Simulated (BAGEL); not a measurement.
**SiPH5 (SMILES [SiH3]P) at FCI/STO-3G (density fitting with cc-pvqz-jkfit)**

What is the energy change on altering one bond length of SiPH5 at FCI/STO-3G (density fitting with cc-pvqz-jkfit)? 

The results are computed with BAGEL 1.2.2.

**1. The structure to begin with**

SiPH5: 7 atoms, total charge 0, spin state singlet. As SMILES, `[SiH3]P`. The shape is that of a GFN2-xTB optimisation.

Bond lengths: Si1–P2 2.234 Å, Si1–H3 1.462 Å, Si1–H4 1.462 Å, Si1–H5 1.465 Å, P2–H6 1.383 Å, P2–H7 1.383 Å. Angles: Si1–P2–H6 95.7°, Si1–P2–H7 95.8°, P2–Si1–H3 106.9°, P2–Si1–H4 106.8°, P2–Si1–H5 113.1°, H6–P2–H7 92.2°, H3–Si1–H4 111.1°, H3–Si1–H5 109.5°, H4–Si1–H5 109.5°.

**2. The energy at FCI/STO-3G (density fitting with cc-pvqz-jkfit)**

The input, input.json:

```json
{ "bagel": [

{
  "title": "molecule",
  "basis": "sto-3g",
  "df_basis": "cc-pvqz-jkfit",
  "angstrom": true,
  "geometry": [
    { "atom": "Si", "xyz": [   -0.640830,   -0.361550,   -0.395920 ] },
    { "atom": "P", "xyz": [    1.061310,   -0.009120,    1.007680 ] },
    { "atom": "H", "xyz": [   -1.825500,   -0.602940,    0.426340 ] },
    { "atom": "H", "xyz": [   -0.298920,   -1.544330,   -1.184630 ] },
    { "atom": "H", "xyz": [   -0.890510,    0.768910,   -1.293660 ] },
    { "atom": "H", "xyz": [    0.664680,    1.260240,    1.387120 ] },
    { "atom": "H", "xyz": [    1.929760,    0.488790,    0.053060 ] }
  ]
},
{
  "title": "hf"
},
{
  "title": "fci",
  "nstate": 1,
  "ncore": 10
}

]}
```

Started as:

```console
$ BAGEL_NUM_THREADS=1 BAGEL input.json > input.out
```

Log:

```text
* using 1 threads per process

  ===============================================================
  ===============================================================

  *** Geometry ***

  { "atom" : "Si", "xyz" : [     -1.210993,     -0.683230,     -0.748180 ] },
  { "atom" : "P", "xyz" : [      2.005585,     -0.017234,      1.904239 ] },
  { "atom" : "H", "xyz" : [     -3.449695,     -1.139391,      0.805666 ] },
  { "atom" : "H", "xyz" : [     -0.564877,     -2.918361,     -2.238626 ] },
  { "atom" : "H", "xyz" : [     -1.682820,      1.453029,     -2.444663 ] },
  { "atom" : "H", "xyz" : [      1.256063,      2.381508,      2.621277 ] },
  { "atom" : "H", "xyz" : [      3.646718,      0.923679,      0.100269 ] },

  Number of auxiliary basis functions:      551

  Since a DF basis is specified, we compute 2- and 3-index integrals:
    o Being stored without compression. Storage requirement is 0.002 GB

  Number of basis functions:       23
  Number of electrons      :       34

    * METHOD: MOLECULE                             0.21

  *** RHF ***

  === Nuclear Repulsion ===
    91.5029754670

      * DIIS with orbital gradients will be used.

  === RHF iteration (sto-3g) ===
      0       -625.41293513          0.00643859           0.01
      1       -625.42403844          0.00126919           0.01
      2       -625.42454174          0.00030858           0.01
      3       -625.42458042          0.00003083           0.01
      4       -625.42458104          0.00000669           0.01
      5       -625.42458107          0.00000060           0.01
      6       -625.42458107          0.00000015           0.01
      7       -625.42458107          0.00000002           0.01
      8       -625.42458107          0.00000000           0.01
    * SCF iteration converged.

    * Permanent dipole moment:
           (    0.108461,    -0.167079,     0.198572) a.u.

    * METHOD: HF                                   0.16

  ---------------------------
        FCI calculation
  ---------------------------

  Performs exactly the same way as Knowles & Handy 1984 CPL

  o alpha-beta strings
      length:          3432
  o size of the space
      determinant space:  2944656
      spin-adapted space: 736164

  o single displacement lists (alpha)
      length:         84084
  o single displacement lists (beta)
      length:         84084

     guess   0:   closed 1111111......        open .............

  === FCI iteration ===

      0  0      -625.42458107     2.26e-04      4.89
      1  0      -625.52583001     8.59e-05      4.88
      2  0      -625.53538172     2.85e-05      4.86
      3  0      -625.53623255     9.60e-06      4.91
      4  0      -625.53632553     3.28e-06      5.02
      5  0      -625.53633600     1.22e-06      5.17
      6  0      -625.53633740     4.60e-07      5.13
      7  0      -625.53633760     1.61e-07      5.14
      8  0      -625.53633762     5.63e-08      5.14
      9  0      -625.53633762     2.08e-08      5.17
     10  0      -625.53633762     7.94e-09      5.13
     11  0      -625.53633762     3.05e-09      4.88
     12  0      -625.53633762     1.07e-09      4.94
     13  0      -625.53633762     3.63e-10      4.98
     14  0      -625.53633762     1.44e-10      4.96
     15  0 *    -625.53633762     5.23e-11      4.56

     * ci vector, state   0, <S^2> = 0.0000
       2222222......    -0.9571590184
       222222.2.....     0.0644736228
       222.222...2..     0.0569247147

    * METHOD: FCI                                 81.36

  ===============================================================
```

Wall time 82 s (1 thread of Arm Neoverse V1, shared host); peak memory 4.8 GiB.

**3. The distorted shape at the same level**

The input, input.json:

```json
{ "bagel": [

{
  "title": "molecule",
  "basis": "sto-3g",
  "df_basis": "cc-pvqz-jkfit",
  "angstrom": true,
  "geometry": [
    { "atom": "Si", "xyz": [   -0.323532,   -1.377020,   -0.699467 ] },
    { "atom": "P", "xyz": [    1.378608,   -1.024590,    0.704133 ] },
    { "atom": "H", "xyz": [   -1.508202,   -1.618410,    0.122793 ] },
    { "atom": "H", "xyz": [    0.018378,   -2.559800,   -1.488177 ] },
    { "atom": "H", "xyz": [   -0.573212,   -0.246560,   -1.597207 ] },
    { "atom": "H", "xyz": [    0.664680,    1.260240,    1.387120 ] },
    { "atom": "H", "xyz": [    2.247058,   -0.526680,   -0.250487 ] }
  ]
},
{ "title": "hf" },
{ "title": "fci", "nstate": 1, "ncore": 10 }

]}
```

Started as:

```console
$ BAGEL_NUM_THREADS=1 BAGEL input.json > input.out
```

Log:

```text
* using 1 threads per process

  ===============================================================
  ===============================================================

  *** Geometry ***

  { "atom" : "Si", "xyz" : [     -0.611387,     -2.602191,     -1.321801 ] },
  { "atom" : "P", "xyz" : [      2.605192,     -1.936194,      1.330619 ] },
  { "atom" : "H", "xyz" : [     -2.850089,     -3.058352,      0.232045 ] },
  { "atom" : "H", "xyz" : [      0.034729,     -4.837321,     -2.812247 ] },
  { "atom" : "H", "xyz" : [     -1.083214,     -0.465931,     -3.018284 ] },
  { "atom" : "H", "xyz" : [      1.256063,      2.381508,      2.621277 ] },
  { "atom" : "H", "xyz" : [      4.246324,     -0.995281,     -0.473352 ] },

  Number of auxiliary basis functions:      551

  Since a DF basis is specified, we compute 2- and 3-index integrals:
    o Being stored without compression. Storage requirement is 0.002 GB

  Number of basis functions:       23
  Number of electrons      :       34

    * METHOD: MOLECULE                             0.22

  *** RHF ***

  === Nuclear Repulsion ===
    88.2109487129

      * DIIS with orbital gradients will be used.

  === RHF iteration (sto-3g) ===
      0       -625.14286682          0.01260493           0.01
      1       -625.17912447          0.00901422           0.01
      2       -625.19699416          0.00094852           0.01
      3       -625.19740037          0.00035512           0.01
      4       -625.19747683          0.00015744           0.01
      5       -625.19749658          0.00003074           0.01
      6       -625.19749720          0.00000739           0.01
      7       -625.19749723          0.00000140           0.01
      8       -625.19749723          0.00000037           0.01
      9       -625.19749723          0.00000011           0.01
     10       -625.19749723          0.00000003           0.01
     11       -625.19749723          0.00000001           0.01
    * SCF iteration converged.

    * Permanent dipole moment:
           (   -0.043063,     0.439618,     0.480712) a.u.

    * METHOD: HF                                   0.21

  ---------------------------
        FCI calculation
  ---------------------------

  Performs exactly the same way as Knowles & Handy 1984 CPL

  o alpha-beta strings
      length:          3432
  o size of the space
      determinant space:  2944656
      spin-adapted space: 736164

  o single displacement lists (alpha)
      length:         84084
  o single displacement lists (beta)
      length:         84084

     guess   0:   closed 1111111......        open .............

  === FCI iteration ===

      0  0      -625.19749723     2.44e-04      5.00
      1  0      -625.35953185     1.39e-04      4.96
      2  0      -625.39517224     6.45e-05      5.00
      3  0      -625.40158775     2.68e-05      5.16
      4  0      -625.40262535     1.04e-05      5.07
      5  0      -625.40280460     5.19e-06      4.98
      6  0      -625.40286033     3.31e-06      5.09
      7  0      -625.40287907     1.92e-06      5.10
      8  0      -625.40288383     9.60e-07      5.07
      9  0      -625.40288481     4.52e-07      5.05
     10  0      -625.40288504     1.84e-07      5.01
     11  0      -625.40288507     7.07e-08      4.99
     12  0      -625.40288508     2.66e-08      4.98
     13  0      -625.40288508     9.98e-09      4.96
     14  0      -625.40288508     3.83e-09      4.99
     15  0      -625.40288508     1.59e-09      5.12
     16  0      -625.40288508     6.71e-10      5.29
     17  0      -625.40288508     2.94e-10      5.13
     18  0      -625.40288508     1.24e-10      5.12
     19  0 *    -625.40288508     5.32e-11      4.46

     * ci vector, state   0, <S^2> = -0.0000
       2222222......    -0.8423003695
       222222.2.....     0.4425717468
       22222.2.2....     0.0695302016

    * METHOD: FCI                                102.15

  ===============================================================
```

It took 1.7 min on 1 thread of Arm Neoverse V1, shared host; peak memory 5 GiB.

**4. What came out**

Level: FCI/STO-3G (density fitting with cc-pvqz-jkfit), 10 core orbitals frozen.

| quantity | value |
| --- | --- |
| first shape: total energy | -625.53634 Eh |
| distorted shape: total energy | -625.40289 Eh |
| energy change with the P2–H6 bond stretched from 1.383 to 2.489 Å | 3.631 eV |

**Reading.** With the P2–H6 bond stretched from 1.383 to 2.489 Å the energy rises by 3.63 eV (350 kJ/mol). The first shape isn't relaxed at this level, so the change isn't measured from a minimum. The minimal basis adds a large error of its own.
